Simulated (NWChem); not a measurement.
Molecule: phosphine (PH3); SMILES P

All runs: NWChem. The geometry was optimised at PBE0-D3(BJ)/def2-TZVP. B3LYP is NWChem's, with the RPA form of VWN correlation. Vertical excitations in the gas phase.

Question: Estimate the computed values for B3LYP/def2-SVPD, TDA. Quantities: lowest excitation, singlet (eV); oscillator strength of that lowest state; orbital gap (eV).

Answer: The lowest excitation, singlet (eV) comes out as 7.06 and the oscillator strength of that lowest state comes out as 0.144. The orbital gap (eV) comes out as 8.12.
